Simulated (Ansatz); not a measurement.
A run for Ansatz (an electronic-structure program): R-B2PLYP/def2-TZVPPD on FCH3Fts, charge -1. Charge -1. Files ending in .json are basis or fitting sets from the Basis Set Exchange.

Ansatz 0.2 input:
```yaml
crystal:
  periodic: [false, false, false]
  atoms:
    - {symbol: F, position_ang: [0.00309800, -0.01889200, -0.01545600]}
    - {symbol: C, position_ang: [-0.00014900, -0.00014000, 1.80785700]}
    - {symbol: H, position_ang: [1.06944900, 0.00170800, 1.80976100]}
    - {symbol: H, position_ang: [-0.53660700, 0.92513300, 1.79693500]}
    - {symbol: H, position_ang: [-0.53260100, -0.92778300, 1.81705800]}
    - {symbol: F, position_ang: [-0.00319100, 0.01997400, 3.63184500]}
basis:
  gaussian:
    orbitals: def2-TZVPPD.json
hamiltonian:
  xc: {name: B2PLYP}
total_charge: -1
magnetization: {spin_polarized: false}
correlation: {electrons: outside_noble_gas}
scf: {lower_state_search: off}
```

Question: Predict the final total energy.

Answer: -239.5605 hartree.
